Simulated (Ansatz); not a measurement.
in.yaml

```yaml
crystal:
  periodic: [false, false, false]
  atoms:
    - {symbol: Si, position_ang: [-0.961273, -0.008310, 0.000811]}
    - {symbol: B, position_ang: [2.908581, 0.025143, -0.002454]}
    - {symbol: H, position_ang: [-1.482723, 1.389033, 0.003305]}
    - {symbol: H, position_ang: [-1.463509, -0.715364, 1.214201]}
    - {symbol: H, position_ang: [-1.465589, -0.711807, -1.213783]}
basis:
  gaussian: {orbitals: cc-pVTZ}
hamiltonian: {xc: {name: PBE0}}
```

```sh
$ ansatz run in.yaml --threads 1 --pin off --events-out ev --progress --plain --max-ram 2560MiB --backend cpu
```

The program prints:

```
676 factors; their error is unknown
mean field evaluation 1: about -8586.6635 eV, gradient 2.0e1 eV
mean field evaluation 2: about -8379.5612 eV, gradient 1.5e2 eV
mean field evaluation 4: about -8588.4106 eV, gradient 1.9e1 eV
mean field evaluation 8: about -8591.1900 eV, gradient 3.3e-1 eV
mean field evaluation 16: about -8591.2193 eV, gradient 6.9e-5 eV
mean field -8591.21929554 eV, -315.7214857736 hartree, gradient 6.9e-5 eV, S^2 0.000000; 2 other end points of the search recorded, 0 dependent functions left out
reference -8591.21932609 eV, -315.7214868960 hartree; 11, 11 occupied and 95, 95 virtual orbitals, 676 factors
Total energy: -8591.21932609 eV, -315.7214868960 hartree
```

Ran on 1 thread of AMD EPYC 7R13, shared host: 1.1 s wall, 0.28 GiB peak host memory.
